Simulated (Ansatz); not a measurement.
## HSi–CH⁺, doublet in cc-pVTZ: errors against RCCSDT(Q)

Geometry: that of the HSi–CH, singlet, kept fixed.

| atom | x (Å) | y (Å) | z (Å) |
| --- | --- | --- | --- |
| Si | 0.0000 | -0.1011 | 0.5000 |
| C | 0.0000 | 0.1650 | -1.1148 |
| H | 0.0000 | 0.9957 | 1.4983 |
| H | 0.0000 | -0.1455 | -2.1475 |

Basis cc-pVTZ; Ansatz 0.2.0. Only valence electrons are correlated (noble-gas cores frozen), which leaves 9 electrons in 86 orbitals. R marks a restricted (for open shells ROHF) determinant, U an unrestricted one. Active spaces: valence = (9e, 10o) chosen from the atoms' valence shells.

Full CI isn't at hand for all of this; RCCSDT(Q) serves as the reference, and is uncertain by about the last step of the cluster series. The frozen core follows each run's orbitals, which can shift R against U totals by a few meV.

Unrestricted rows (U) aren't spin-pure: their determinants' ⟨S²⟩ exceeds S(S+1) by up to 0.76, so they mix in states of higher spin.

The UHF ⟨S²⟩ is 1.506. The T1 diagnostic (RCCSD) is 0.0374 and the largest doubles amplitude (RCCSD) is 0.198. The T1 diagnostic (UCCSD) is 0.0824.

```tsv
level	E − E(RHF) (eV)
UHF	-0.9654
RMP2	-6.1630
UMP2	-5.8246
RCCSD	-7.0303
UCCSD	-7.0108
RCCSD(T)	-7.4101
UCCSD(T)	-7.3281
```

(1) Estimate how far RCCSDT(Q) in cc-pVTZ lies from RCCSD(T). The table doesn't fix it; the size of (T) and the diagnostics are the guide.

(1) RCCSDT(Q) in cc-pVTZ lies 1.62 kcal/mol below RCCSD(T), which is 19 % of the (T) step (-8.76 kcal/mol). T1 is raised, a doubles amplitude is large, but (T) still catches most of what CCSD lacks. The miss exceeds 1 kcal/mol.

The other levels:

| level | E − E(RCCSDT(Q)) (kcal/mol) | share of correlation (%) | wall time |
| --- | --- | --- | --- |
| BCCD(T) | 1.82 | 98.95 | 25 s (H100) |
| RCCSDT | 0.73 | 99.58 | – |
| UCCSDT | 0.76 | 99.56 | – |
| UCCSDT(Q) | -0.12 | 100.07 | 38 s (H100) |
| CASSCF (valence space) | 94.58 | 45.17 | – |
| NEVPT2 (valence space) | 21.33 | 87.64 | 12 s (H100) |
| MRCISD (valence space) | 6.19 | 96.41 | – |
| MRCISD+Q (valence space) | 1.04 | 99.40 | 14 s (H100) |

The correlation energy at RCCSDT(Q), counted from RHF, is -7.480 eV. That run took 42 s on 2 threads of AMD EPYC 7R13 with a shared H100 80 GB, shared host.

Times hold each run's SCF and search for its determinant on a shared host, so for small cases they say little of a method's own cost.

Natural occupations of CASSCF (valence space) about the gap: 1.982 1.976 1.962 1.835 0.982 0.168 0.029 0.029 0.020 0.017; effectively unpaired electrons, Σ n²(2−n)², 1.20.
